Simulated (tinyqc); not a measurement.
Inside a calculation (part 1 of 2). Method: RHF in the sto-6g basis, for H2F+, spin multiplicity 1. Computed by tinyqc, a small Python program that keeps every step (integrals from PySCF). Settings: charge = 1, multiplicity = 1, basis = sto-6g, energy threshold = 1e-10, iteration cap = 78, orthogonalisation = canonical, start = atomic densities, DIIS depth = 0, damping = 0.2, method = RHF. Command: `OMP_NUM_THREADS=1 python tinyqc.py 21175 21176 out.jsonl` (the two numbers bound the seeds that draw the settings). One thread of a shared host (Intel(R) Xeon(R) Processor @ 2.60GHz), about 0.2 s of CPU time with the checks. Later iterations appear only in the table of the cycle.

## One-electron integrals

Geometry (angstrom):
```
atom         x          y         z
F     0.000000   0.000000  0.000000
H     0.000000   0.963000  0.563000
H     0.000000  -0.963000  0.563000
```

Basis sto-6g: exponents (1/bohr^2) and contraction coefficients of normalised primitives:
```
element  l (shell)     exponent  coefficient
F            s (1)  1728.626574     0.009164
F            s (1)   316.941790     0.049361
F            s (1)    88.668891     0.168538
F            s (1)    30.460157     0.370563
F            s (1)    11.828570     0.416492
F            s (1)     4.871659     0.130334
F            s (2)    67.032281    -0.013253
F            s (2)    13.267438    -0.046992
F            s (2)     4.123510    -0.033785
F            s (2)     1.586463     0.250242
F            s (2)     0.689002     0.595117
F            s (2)     0.315820     0.240706
F            p (3)    67.032281     0.003760
F            p (3)    13.267438     0.037679
F            p (3)     4.123510     0.173897
F            p (3)     1.586463     0.418036
F            p (3)     0.689002     0.425860
F            p (3)     0.315820     0.101708
H            s (1)    35.523221     0.009164
H            s (1)     6.513144     0.049361
H            s (1)     1.822143     0.168538
H            s (1)     0.625955     0.370563
H            s (1)     0.243077     0.416492
H            s (1)     0.100112     0.130334
```

Overlap, kinetic and nuclear-attraction integrals over the contracted functions; the nuclear repulsion is the sum of Za Zb / Rab.

nuclear repulsion = 8.81370424 hartree

overlap S, order 1F 1s, 1F 2s, 1F 2px, 1F 2py, 1F 2pz, 2H 1s, 3H 1s:
$$\begin{pmatrix}
1.000000 & 0.232479 & 0.000000 & 0.000000 & 0.000000 & 0.032017 & 0.032017 \\
0.232479 & 1.000000 & 0.000000 & 0.000000 & 0.000000 & 0.330775 & 0.330775 \\
0.000000 & 0.000000 & 1.000000 & 0.000000 & 0.000000 & 0.000000 & 0.000000 \\
0.000000 & 0.000000 & 0.000000 & 1.000000 & 0.000000 & 0.238375 & -0.238375 \\
0.000000 & 0.000000 & 0.000000 & 0.000000 & 1.000000 & 0.139361 & 0.139361 \\
0.032017 & 0.330775 & 0.000000 & 0.238375 & 0.139361 & 1.000000 & 0.134881 \\
0.032017 & 0.330775 & 0.000000 & -0.238375 & 0.139361 & 0.134881 & 1.000000
\end{pmatrix}$$

kinetic energy T (hartree), order 1F 1s, 1F 2s, 1F 2px, 1F 2py, 1F 2pz, 2H 1s, 3H 1s:
$$\begin{pmatrix}
37.397730 & -1.143349 & 0.000000 & 0.000000 & 0.000000 & -0.005186 & -0.005186 \\
-1.143349 & 1.082297 & 0.000000 & 0.000000 & 0.000000 & 0.045971 & 0.045971 \\
0.000000 & 0.000000 & 3.251325 & 0.000000 & 0.000000 & 0.000000 & 0.000000 \\
0.000000 & 0.000000 & 0.000000 & 3.251325 & 0.000000 & 0.120313 & -0.120313 \\
0.000000 & 0.000000 & 0.000000 & 0.000000 & 3.251325 & 0.070339 & 0.070339 \\
-0.005186 & 0.045971 & 0.000000 & 0.120313 & 0.070339 & 0.768522 & -0.010760 \\
-0.005186 & 0.045971 & 0.000000 & -0.120313 & 0.070339 & -0.010760 & 0.768522
\end{pmatrix}$$

nuclear attraction V (hartree), order 1F 1s, 1F 2s, 1F 2px, 1F 2py, 1F 2pz, 2H 1s, 3H 1s:
$$\begin{pmatrix}
-78.771224 & -8.086280 & 0.000000 & 0.000000 & -0.010863 & -1.273718 & -1.273718 \\
-8.086280 & -12.422384 & 0.000000 & 0.000000 & -0.126956 & -3.020612 & -3.020612 \\
0.000000 & 0.000000 & -12.374553 & 0.000000 & 0.000000 & 0.000000 & 0.000000 \\
0.000000 & 0.000000 & 0.000000 & -12.480362 & 0.000000 & -1.885882 & 1.885882 \\
-0.010863 & -0.126956 & 0.000000 & 0.000000 & -12.410718 & -1.131422 & -1.131422 \\
-1.273718 & -3.020612 & 0.000000 & -1.885882 & -1.131422 & -5.700833 & -0.887958 \\
-1.273718 & -3.020612 & 0.000000 & 1.885882 & -1.131422 & -0.887958 & -5.700833
\end{pmatrix}$$

core Hamiltonian H = T + V (hartree), order 1F 1s, 1F 2s, 1F 2px, 1F 2py, 1F 2pz, 2H 1s, 3H 1s:
$$\begin{pmatrix}
-41.373494 & -9.229629 & 0.000000 & 0.000000 & -0.010863 & -1.278904 & -1.278904 \\
-9.229629 & -11.340087 & 0.000000 & 0.000000 & -0.126956 & -2.974641 & -2.974641 \\
0.000000 & 0.000000 & -9.123228 & 0.000000 & 0.000000 & 0.000000 & 0.000000 \\
0.000000 & 0.000000 & 0.000000 & -9.229037 & 0.000000 & -1.765570 & 1.765570 \\
-0.010863 & -0.126956 & 0.000000 & 0.000000 & -9.159393 & -1.061084 & -1.061084 \\
-1.278904 & -2.974641 & 0.000000 & -1.765570 & -1.061084 & -4.932311 & -0.898718 \\
-1.278904 & -2.974641 & 0.000000 & 1.765570 & -1.061084 & -0.898718 & -4.932311
\end{pmatrix}$$

## Two-electron integrals

Functions are numbered as in S; the eight-fold symmetry (ij|kl) = (ji|kl) = (kl|ij) leaves the list below.

Two-electron integrals (ij|kl) in chemists' order, unique and non-zero (hartree):
```
(11|11) 5.406240    (21|11) 0.768129    (21|21) 0.138909    (22|11) 1.266271
(22|21) 0.283987    (22|22) 0.926367    (31|31) 0.029452    (32|31) 0.044681
(32|32) 0.204753    (33|11) 1.266273    (33|21) 0.283987    (33|22) 0.926366
(33|33) 0.998085    (41|41) 0.029452    (42|41) 0.044681    (42|42) 0.204753
(43|43) 0.053789    (44|11) 1.266273    (44|21) 0.283987    (44|22) 0.926366
(44|33) 0.890506    (44|44) 0.998085    (51|51) 0.029452    (52|51) 0.044681
(52|52) 0.204753    (53|53) 0.053789    (54|54) 0.053789    (55|11) 1.266273
(55|21) 0.283987    (55|22) 0.926366    (55|33) 0.890506    (55|44) 0.890506
(55|55) 0.998085    (61|11) 0.112636    (61|21) 0.019533    (61|22) 0.039087
(61|33) 0.039021    (61|41) 0.000734    (61|42) 0.001438    (61|44) 0.039168
(61|51) 0.000429    (61|52) 0.000841    (61|54) 0.000086    (61|55) 0.039071
(61|61) 0.002792    (62|11) 0.292988    (62|21) 0.066733    (62|22) 0.243836
(62|33) 0.240352    (62|41) 0.004187    (62|42) 0.031934    (62|44) 0.248141
(62|51) 0.002448    (62|52) 0.018670    (62|54) 0.004553    (62|55) 0.243014
(62|61) 0.009393    (62|62) 0.080460    (63|31) 0.007306    (63|32) 0.042197
(63|43) 0.006628    (63|53) 0.003875    (63|63) 0.011621    (64|11) 0.175384
(64|21) 0.040500    (64|22) 0.158170    (64|33) 0.151563    (64|41) 0.009495
(64|42) 0.061548    (64|44) 0.169711    (64|51) 0.001280    (64|52) 0.011313
(64|54) 0.006735    (64|55) 0.153235    (64|61) 0.005940    (64|62) 0.064062
(64|64) 0.062183    (65|11) 0.102535    (65|21) 0.023678    (65|22) 0.092471
(65|33) 0.088608    (65|41) 0.001280    (65|42) 0.011313    (65|44) 0.091469
(65|51) 0.008054    (65|52) 0.048811    (65|54) 0.008300    (65|55) 0.097336
(65|61) 0.003472    (65|62) 0.037452    (65|64) 0.029560    (65|65) 0.028902
(66|11) 0.464910    (66|21) 0.107880    (66|22) 0.453904    (66|33) 0.439179
(66|41) 0.008196    (66|42) 0.087931    (66|44) 0.472100    (66|51) 0.004792
(66|52) 0.051407    (66|54) 0.019247    (66|55) 0.450431    (66|61) 0.015282
(66|62) 0.197038    (66|64) 0.181780    (66|65) 0.106274    (66|66) 0.774999
(71|11) 0.112636    (71|21) 0.019533    (71|22) 0.039087    (71|33) 0.039021
(71|41) -0.000734   (71|42) -0.001438   (71|44) 0.039168    (71|51) 0.000429
(71|52) 0.000841    (71|54) -0.000086   (71|55) 0.039071    (71|61) 0.002753
(71|62) 0.009090    (71|64) 0.005281    (71|65) 0.003363    (71|66) 0.014656
(71|71) 0.002792    (72|11) 0.292988    (72|21) 0.066733    (72|22) 0.243836
(72|33) 0.240352    (72|41) -0.004187   (72|42) -0.031934   (72|44) 0.248141
(72|51) 0.002448    (72|52) 0.018670    (72|54) -0.004553   (72|55) 0.243014
(72|61) 0.009090    (72|62) 0.063999    (72|64) 0.035390    (72|65) 0.028864
(72|66) 0.125138    (72|71) 0.009393    (72|72) 0.080460    (73|31) 0.007306
(73|32) 0.042197    (73|43) -0.006628   (73|53) 0.003875    (73|63) 0.008894
(73|73) 0.011621    (74|11) -0.175384   (74|21) -0.040500   (74|22) -0.158170
(74|33) -0.151563   (74|41) 0.009495    (74|42) 0.061548    (74|44) -0.169711
(74|51) -0.001280   (74|52) -0.011313   (74|54) 0.006735    (74|55) -0.153235
(74|61) -0.005281   (74|62) -0.035390   (74|64) -0.011180   (74|65) -0.015663
(74|66) -0.064039   (74|71) -0.005940   (74|72) -0.064062   (74|74) 0.062183
(75|11) 0.102535    (75|21) 0.023678    (75|22) 0.092471    (75|33) 0.088608
(75|41) -0.001280   (75|42) -0.011313   (75|44) 0.091469    (75|51) 0.008054
(75|52) 0.048811    (75|54) -0.008300   (75|55) 0.097336    (75|61) 0.003363
(75|62) 0.028864    (75|64) 0.015663    (75|65) 0.021718    (75|66) 0.061891
(75|71) 0.003472    (75|72) 0.037452    (75|74) -0.029560   (75|75) 0.028902
(76|11) 0.081734    (76|21) 0.018817    (76|22) 0.074892    (76|33) 0.073630
(76|44) 0.075127    (76|51) 0.001112    (76|52) 0.010236    (76|55) 0.075918
(76|61) 0.002615    (76|62) 0.024473    (76|64) 0.017114    (76|65) 0.013039
(76|66) 0.063996    (76|71) 0.002615    (76|72) 0.024473    (76|74) -0.017114
(76|75) 0.013039    (76|76) 0.009386    (77|11) 0.464910    (77|21) 0.107880
(77|22) 0.453904    (77|33) 0.439179    (77|41) -0.008196   (77|42) -0.087931
(77|44) 0.472100    (77|51) 0.004792    (77|52) 0.051407    (77|54) -0.019247
(77|55) 0.450431    (77|61) 0.014656    (77|62) 0.125138    (77|64) 0.064039
(77|65) 0.061891    (77|66) 0.273506    (77|71) 0.015282    (77|72) 0.197038
(77|74) -0.181780   (77|75) 0.106274    (77|76) 0.063996    (77|77) 0.774999
```

## Orthogonalisation

S = U s U^T; canonical form X = U s^(-1/2), so that X^T S X = 1. Each column of U has its largest component positive (the first on a tie).

eigenvalues of S: [0.516020, 0.588767, 0.911010, 1.000000, 1.077303, 1.276352, 1.630548]

X, order 1F 1s, 1F 2s, 1F 2px, 1F 2py, 1F 2pz, 2H 1s, 3H 1s:
$$\begin{pmatrix}
-0.398556 & 0.000000 & 0.700985 & 0.000000 & -0.603520 & 0.000000 & 0.218698 \\
0.990797 & 0.000000 & -0.208191 & 0.000000 & -0.251017 & 0.000000 & 0.486592 \\
0.000000 & 0.000000 & 0.000000 & 1.000000 & 0.000000 & 0.000000 & 0.000000 \\
0.000000 & 0.826221 & 0.000000 & 0.000000 & 0.000000 & 0.684535 & 0.000000 \\
0.336780 & 0.000000 & 0.683829 & 0.000000 & 0.658938 & 0.000000 & 0.171038 \\
-0.584792 & -0.712679 & -0.218331 & 0.000000 & 0.182754 & 0.396797 & 0.386934 \\
-0.584792 & 0.712679 & -0.218331 & 0.000000 & 0.182754 & -0.396797 & 0.386934
\end{pmatrix}$$

## Starting guess

The start is atomic minimal-basis densities projected into this basis (PySCF's MINAO start) and scaled to the electron count of each spin; this density is not idempotent, so its energy is not variational and may lie below the converged one.

D at the start, order 1F 1s, 1F 2s, 1F 2px, 1F 2py, 1F 2pz, 2H 1s, 3H 1s:
$$\begin{pmatrix}
1.950303 & -0.446274 & 0.000000 & 0.000000 & 0.009771 & -0.009471 & -0.009471 \\
-0.446274 & 1.925071 & 0.000000 & 0.000000 & -0.059196 & 0.035340 & 0.035340 \\
0.000000 & 0.000000 & 1.484068 & 0.000000 & 0.000000 & 0.000000 & 0.000000 \\
0.000000 & 0.000000 & 0.000000 & 1.337117 & 0.000000 & 0.149878 & -0.149878 \\
0.009771 & -0.059196 & 0.000000 & 0.000000 & 1.440167 & 0.070914 & 0.070914 \\
-0.009471 & 0.035340 & 0.000000 & 0.149878 & 0.070914 & 0.916205 & 0.038470 \\
-0.009471 & 0.035340 & 0.000000 & -0.149878 & 0.070914 & 0.038470 & 0.916205
\end{pmatrix}$$

## Iteration 1: building the Fock matrix

J_ij = sum D_kl (ij|kl), K_ij = sum D_kl (ik|jl); F = H + J - 0.5 K; E = tr D H + tr D J / 2 - 0.25 tr D K + E_nn.

Coulomb J (hartree), order 1F 1s, 1F 2s, 1F 2px, 1F 2py, 1F 2pz, 2H 1s, 3H 1s:
$$\begin{pmatrix}
18.721483 & 3.369783 & 0.000000 & 0.000000 & 0.007533 & 0.477110 & 0.477110 \\
3.369783 & 8.938578 & 0.000000 & 0.000000 & 0.094854 & 2.363706 & 2.363706 \\
0.000000 & 0.000000 & 8.912796 & 0.000000 & 0.000000 & 0.000000 & 0.000000 \\
0.000000 & 0.000000 & 0.000000 & 8.970213 & 0.000000 & 1.543373 & -1.543373 \\
0.007533 & 0.094854 & 0.000000 & 0.000000 & 8.932720 & 0.925588 & 0.925588 \\
0.477110 & 2.363706 & 0.000000 & 1.543373 & 0.925588 & 4.695263 & 0.739962 \\
0.477110 & 2.363706 & 0.000000 & -1.543373 & 0.925588 & 0.739962 & 4.695263
\end{pmatrix}$$

exchange K (hartree), order 1F 1s, 1F 2s, 1F 2px, 1F 2py, 1F 2pz, 2H 1s, 3H 1s:
$$\begin{pmatrix}
10.255515 & 1.629710 & 0.000000 & 0.000000 & 0.006702 & 0.262461 & 0.262461 \\
1.629710 & 2.882030 & 0.000000 & 0.000000 & 0.060608 & 0.926821 & 0.926821 \\
0.000000 & 0.000000 & 2.075077 & 0.000000 & 0.000000 & 0.000000 & 0.000000 \\
0.000000 & 0.000000 & 0.000000 & 2.128652 & 0.000000 & 0.534127 & -0.534127 \\
0.006702 & 0.060608 & 0.000000 & 0.000000 & 2.094695 & 0.335914 & 0.335914 \\
0.262461 & 0.926821 & 0.000000 & 0.534127 & 0.335914 & 1.094783 & 0.281593 \\
0.262461 & 0.926821 & 0.000000 & -0.534127 & 0.335914 & 0.281593 & 1.094783
\end{pmatrix}$$

Fock matrix F (hartree), order 1F 1s, 1F 2s, 1F 2px, 1F 2py, 1F 2pz, 2H 1s, 3H 1s:
$$\begin{pmatrix}
-27.779769 & -6.674700 & 0.000000 & 0.000000 & -0.006681 & -0.933025 & -0.933025 \\
-6.674700 & -3.842524 & 0.000000 & 0.000000 & -0.062407 & -1.074346 & -1.074346 \\
0.000000 & 0.000000 & -1.247970 & 0.000000 & 0.000000 & 0.000000 & 0.000000 \\
0.000000 & 0.000000 & 0.000000 & -1.323150 & 0.000000 & -0.489260 & 0.489260 \\
-0.006681 & -0.062407 & 0.000000 & 0.000000 & -1.274020 & -0.303453 & -0.303453 \\
-0.933025 & -1.074346 & 0.000000 & -0.489260 & -0.303453 & -0.784439 & -0.299552 \\
-0.933025 & -1.074346 & 0.000000 & 0.489260 & -0.303453 & -0.299552 & -0.784439
\end{pmatrix}$$

total energy of this density = -94.78727335 hartree

This density is the starting one; it is not idempotent, so its energy is not variational and may lie below the converged one.

## Iteration 1: diagonalisation and new density

Diagonalise F' = X^T F X, C = X C', fill 5 alpha and 5 beta electrons from the bottom; D = 2 C_occ C_occ^T; the new density keeps 0.2 of the old one (damping). Each column has its largest component positive (the first on a tie).

F' = X^T F X (hartree):
$$\begin{pmatrix}
-1.979943 & 0.000000 & 3.849366 & 0.000000 & -3.516931 & 0.000000 & 1.109036 \\
0.000000 & -0.243432 & 0.000000 & 0.000000 & 0.000000 & -0.317528 & 0.000000 \\
3.849366 & 0.000000 & -11.999447 & 0.000000 & 10.909370 & 0.000000 & -5.982070 \\
0.000000 & 0.000000 & 0.000000 & -1.247970 & 0.000000 & 0.000000 & 0.000000 \\
-3.516931 & 0.000000 & 10.909370 & 0.000000 & -12.519893 & 0.000000 & 6.353103 \\
0.000000 & -0.317528 & 0.000000 & 0.000000 & 0.000000 & -1.304273 & 0.000000 \\
1.109036 & 0.000000 & -5.982070 & 0.000000 & 6.353103 & 0.000000 & -5.237064
\end{pmatrix}$$

orbital energies (hartree): MO1 -27.781799, MO2 -2.378094, MO3 -1.392052, MO4 -1.293600, MO5 -1.247970, MO6 -0.282854, MO7 -0.155654

coefficients C, order 1F 1s, 1F 2s, 1F 2px, 1F 2py, 1F 2pz, 2H 1s, 3H 1s:
$$\begin{pmatrix}
0.997747 & -0.242182 & 0.000000 & 0.029197 & 0.000000 & 0.085367 & 0.000000 \\
0.009870 & 0.991607 & 0.000000 & -0.154246 & 0.000000 & -0.563586 & 0.000000 \\
0.000000 & 0.000000 & 0.000000 & 0.000000 & 1.000000 & 0.000000 & 0.000000 \\
0.000000 & 0.000000 & 0.879934 & 0.000000 & 0.000000 & 0.000000 & -0.613959 \\
0.000618 & 0.052190 & 0.000000 & 0.953980 & 0.000000 & -0.362896 & 0.000000 \\
-0.001277 & 0.047270 & 0.192559 & 0.114104 & 0.000000 & 0.746667 & 0.792641 \\
-0.001277 & 0.047270 & -0.192559 & 0.114104 & 0.000000 & 0.746667 & -0.792641
\end{pmatrix}$$

D after iteration 1, order 1F 1s, 1F 2s, 1F 2px, 1F 2py, 1F 2pz, 2H 1s, 3H 1s:
$$\begin{pmatrix}
2.078067 & -0.464942 & 0.000000 & 0.000000 & 0.027283 & -0.016918 & -0.016918 \\
-0.464942 & 1.996493 & 0.000000 & 0.000000 & -0.164462 & 0.053885 & 0.053885 \\
0.000000 & 0.000000 & 1.896814 & 0.000000 & 0.000000 & 0.000000 & 0.000000 \\
0.000000 & 0.000000 & 0.000000 & 1.506278 & 0.000000 & 0.301079 & -0.301079 \\
0.027283 & -0.164462 & 0.000000 & 0.000000 & 1.748518 & 0.192294 & 0.192294 \\
-0.016918 & 0.053885 & 0.000000 & 0.301079 & 0.192294 & 0.266977 & -0.027223 \\
-0.016918 & 0.053885 & 0.000000 & -0.301079 & 0.192294 & -0.027223 & 0.266977
\end{pmatrix}$$

## Iteration 2: building the Fock matrix

As before.

Coulomb J (hartree), order 1F 1s, 1F 2s, 1F 2px, 1F 2py, 1F 2pz, 2H 1s, 3H 1s:
$$\begin{pmatrix}
20.161105 & 3.633650 & 0.000000 & 0.000000 & -0.002356 & 0.514055 & 0.514055 \\
3.633650 & 9.538892 & 0.000000 & 0.000000 & 0.017118 & 2.467206 & 2.467206 \\
0.000000 & 0.000000 & 9.538746 & 0.000000 & 0.000000 & 0.000000 & 0.000000 \\
0.000000 & 0.000000 & 0.000000 & 9.539954 & 0.000000 & 1.586588 & -1.586588 \\
-0.002356 & 0.017118 & 0.000000 & 0.000000 & 9.537973 & 0.933905 & 0.933905 \\
0.514055 & 2.467206 & 0.000000 & 1.586588 & 0.933905 & 4.609954 & 0.753534 \\
0.514055 & 2.467206 & 0.000000 & -1.586588 & 0.933905 & 0.753534 & 4.609954
\end{pmatrix}$$

exchange K (hartree), order 1F 1s, 1F 2s, 1F 2px, 1F 2py, 1F 2pz, 2H 1s, 3H 1s:
$$\begin{pmatrix}
10.948461 & 1.750056 & 0.000000 & 0.000000 & 0.001074 & 0.270653 & 0.270653 \\
1.750056 & 3.069215 & 0.000000 & 0.000000 & -0.025752 & 0.867291 & 0.867291 \\
0.000000 & 0.000000 & 2.521980 & 0.000000 & 0.000000 & 0.000000 & 0.000000 \\
0.000000 & 0.000000 & 0.000000 & 2.383917 & 0.000000 & 0.542165 & -0.542165 \\
0.001074 & -0.025752 & 0.000000 & 0.000000 & 2.465751 & 0.335037 & 0.335037 \\
0.270653 & 0.867291 & 0.000000 & 0.542165 & 0.335037 & 0.686055 & 0.196306 \\
0.270653 & 0.867291 & 0.000000 & -0.542165 & 0.335037 & 0.196306 & 0.686055
\end{pmatrix}$$

Fock matrix F (hartree), order 1F 1s, 1F 2s, 1F 2px, 1F 2py, 1F 2pz, 2H 1s, 3H 1s:
$$\begin{pmatrix}
-26.686620 & -6.471007 & 0.000000 & 0.000000 & -0.013757 & -0.900175 & -0.900175 \\
-6.471007 & -3.335802 & 0.000000 & 0.000000 & -0.096962 & -0.941080 & -0.941080 \\
0.000000 & 0.000000 & -0.845472 & 0.000000 & 0.000000 & 0.000000 & 0.000000 \\
0.000000 & 0.000000 & 0.000000 & -0.881041 & 0.000000 & -0.450064 & 0.450064 \\
-0.013757 & -0.096962 & 0.000000 & 0.000000 & -0.854295 & -0.294698 & -0.294698 \\
-0.900175 & -0.941080 & 0.000000 & -0.450064 & -0.294698 & -0.665384 & -0.243337 \\
-0.900175 & -0.941080 & 0.000000 & 0.450064 & -0.294698 & -0.243337 & -0.665384
\end{pmatrix}$$

total energy of this density = -98.70759196 hartree

This density is a damped mixture and is not idempotent, and it still holds part of the atomic start, so its energy may lie below the converged one.

## Iteration 2: diagonalisation and new density

As before.

F' = X^T F X (hartree):
$$\begin{pmatrix}
-1.608545 & 0.000000 & 3.663784 & 0.000000 & -3.341982 & 0.000000 & 1.204320 \\
0.000000 & 0.029885 & 0.000000 & 0.000000 & 0.000000 & -0.115566 & 0.000000 \\
3.663784 & 0.000000 & -11.284856 & 0.000000 & 10.669812 & 0.000000 & -5.829436 \\
0.000000 & 0.000000 & 0.000000 & -0.845472 & 0.000000 & 0.000000 & 0.000000 \\
-3.341982 & 0.000000 & 10.669812 & 0.000000 & -11.851801 & 0.000000 & 6.128244 \\
0.000000 & -0.115566 & 0.000000 & 0.000000 & 0.000000 & -1.034733 & 0.000000 \\
1.204320 & 0.000000 & -5.829436 & 0.000000 & 6.128244 & 0.000000 & -4.849169
\end{pmatrix}$$

orbital energies (hartree): MO1 -26.689847, MO2 -1.896789, MO3 -1.047133, MO4 -0.898678, MO5 -0.845472, MO6 -0.109057, MO7 0.042285

coefficients C, order 1F 1s, 1F 2s, 1F 2px, 1F 2py, 1F 2pz, 2H 1s, 3H 1s:
$$\begin{pmatrix}
0.997107 & -0.238839 & 0.000000 & 0.053358 & 0.000000 & 0.090433 & 0.000000 \\
0.012715 & 0.958630 & 0.000000 & -0.275957 & 0.000000 & -0.574036 & 0.000000 \\
0.000000 & 0.000000 & 0.000000 & 0.000000 & 1.000000 & 0.000000 & 0.000000 \\
0.000000 & 0.000000 & 0.768776 & 0.000000 & 0.000000 & 0.000000 & -0.748473 \\
0.001107 & 0.090831 & 0.000000 & 0.901926 & 0.000000 & -0.471990 & 0.000000 \\
-0.001993 & 0.082769 & 0.318497 & 0.194897 & 0.000000 & 0.726587 & 0.750945 \\
-0.001993 & 0.082769 & -0.318497 & 0.194897 & 0.000000 & 0.726587 & -0.750945
\end{pmatrix}$$

D after iteration 2, order 1F 1s, 1F 2s, 1F 2px, 1F 2py, 1F 2pz, 2H 1s, 3H 1s:
$$\begin{pmatrix}
2.102195 & -0.462596 & 0.000000 & 0.000000 & 0.049512 & -0.021554 & -0.021554 \\
-0.462596 & 1.991755 & 0.000000 & 0.000000 & -0.291781 & 0.051635 & 0.051635 \\
0.000000 & 0.000000 & 1.979363 & 0.000000 & 0.000000 & 0.000000 & 0.000000 \\
0.000000 & 0.000000 & 0.000000 & 1.246883 & 0.000000 & 0.451980 & -0.451980 \\
0.049512 & -0.291781 & 0.000000 & 0.000000 & 1.664458 & 0.331736 & 0.331736 \\
-0.021554 & 0.051635 & 0.000000 & 0.451980 & 0.331736 & 0.287443 & -0.096006 \\
-0.021554 & 0.051635 & 0.000000 & -0.451980 & 0.331736 & -0.096006 & 0.287443
\end{pmatrix}$$
